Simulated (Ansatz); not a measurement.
# NH₃ (triplet): wave-function methods side by side, def2-QZVPP

An exercise on one series of results from a longer session: the logs are not shown, and one member is left open.

Method: def2-QZVPP, core rule «outside noble gas», up to 1 orbitals frozen; program: Ansatz 0.2.0, Gaussian basis.

Plan: UHF; ROHF; CCSD(T) on UHF.

2 further runs of the same task are left out: 2 set aside as unsound or not needed.

### The system

The geometry is a PBE0/def2-TZVP stationary point (not a proven minimum) of the parent state, kept for this charge and spin.

4 atoms, charge 0, spin multiplicity 3.

Atoms are counted from 1 here; the program's logs count them from 0.

Bond lengths: N1–H2 1.012 Å, N1–H3 1.012 Å, N1–H4 1.012 Å. Angles: H2–N1–H3 107.1°, H2–N1–H4 107.1°, H3–N1–H4 107.1°.

The first run:

The input, in.yaml:

```yaml
crystal:
  periodic: [false, false, false]
  atoms:
    - {symbol: N, position_ang: [0.000346, -0.000071, -0.066679]}
    - {symbol: H, position_ang: [0.938533, 0.012953, 0.313733]}
    - {symbol: H, position_ang: [-0.482601, 0.808210, 0.305505]}
    - {symbol: H, position_ang: [-0.460745, -0.820176, 0.307354]}
basis:
  gaussian: {orbitals: "def2-QZVPP.json"}
magnetization: {spin_polarized: true, initial_magnetization: 2}
hamiltonian: {xc: hf}
output: {orbitals: {seedname: orbitals}}
```

The run is started by

```bash
ansatz run in.yaml --threads 1 --pin off --events-out ev --progress --plain --max-ram 2393MiB
```

Steps of the session up to this table: UHF; ROHF; CCSD(T) on UHF.

One of the session's tables, all rows but one given; the rest of the session is left out.

| method | from UCCSD(T) (meV) |
| --- | --- |
| ROHF | ? |
| UHF | +6335.4 |
| UMP2 | +644.1 |
| UCCSD | +193.6 |
| UCCSD(T) | 0 |

Estimate the missing values for ROHF.

As computed: from UCCSD(T) (meV): +6454.0. In the column «from UCCSD(T) (meV)» it is the highest.
